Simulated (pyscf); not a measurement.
Optimised with ωB97X-D3(BJ)/def2-SVP in PySCF. MP2 and CC: frozen core, UHF for open shells. ΔMP2 is the change of the MP2 total energy from the triple- to the quadruple-zeta basis.

What are the homolytic bond dissociation enthalpies (298 K) of H₂N–InH₂ at CCSD(T)/def2-TZVPP + ΔMP2(QZVPP), weakest first?

H–In to [H₂N–InH]• + H•: 306.8 kJ/mol; In–N to NH₂• + InH₂•: 331.6 kJ/mol; H–N to •HN–InH₂ + H•: 465.6 kJ/mol. Ring and multiple bonds, and those that leave no two simple radicals, are not listed. The radicals are drawn with the spin at the cut bond; how far it spreads was not checked. •HN–InH₂ lies 173.2 kJ/mol over its isomer [H₂N–InH]•, and others may lie lower still (electronic energy, ωB97M-D3(BJ)). Other isomers of [H₂N–InH]• were not searched in full and may lie lower. The CCSD(T) − MP2 part came from Ansatz, without density fitting, on the same reference. The frozen core leaves the outer d or s,p core shells of the metals and heavy elements correlated in the MP2 and CC values, and def2-TZVPP describes them poorly, which can shift differences by a few kcal/mol. Elements past Kr carry the def2 core potentials, without spin-orbit coupling.
